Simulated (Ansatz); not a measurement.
C3H7NO (`C/N=C/OC`) from Hartree–Fock to CCSD(T)

| atom | x (Å) | y (Å) | z (Å) |
| --- | --- | --- | --- |
| C1 | -0.292 | 1.573 | 1.260 |
| N2 | 0.074 | 0.400 | 0.511 |
| C3 | -0.558 | 0.166 | -0.548 |
| O4 | -0.327 | -0.882 | -1.340 |
| C5 | 0.707 | -1.757 | -0.916 |
| H6 | 0.576 | 2.230 | 1.363 |
| H7 | -0.595 | 1.286 | 2.270 |
| H8 | -1.110 | 2.151 | 0.805 |
| H9 | -1.369 | 0.781 | -0.954 |
| H10 | 0.758 | -2.544 | -1.667 |
| H11 | 0.477 | -2.177 | 0.065 |
| H12 | 1.658 | -1.226 | -0.850 |

The species carries charge 0 and has multiplicity 1. The geometry is a stationary point of PBE0-D4/def2-TZVP. It is one conformer, not always the lowest. Frozen core, restricted reference, Ansatz 0.2.0. CBS rows extrapolate triple and quadruple zeta; past MP2 they add the triple-zeta difference.

```csv
basis,HF (Eh),MP2 corr.
def2-SVP,-246.77894,-0.76250
def2-TZVPP,-247.06544,-0.94580
def2-QZVPP,-247.07711,-1.01104
```

Estimate the CCSD correlation energy and the (T) correction in each basis where they were run (hartree).


| basis | CCSD corr. | (T) |
| --- | --- | --- |
| def2-SVP | -0.80981 | -0.02534 |
| def2-TZVPP | -0.97978 | -0.04104 |
| CBS(def2) | -1.09335 | as TZ |
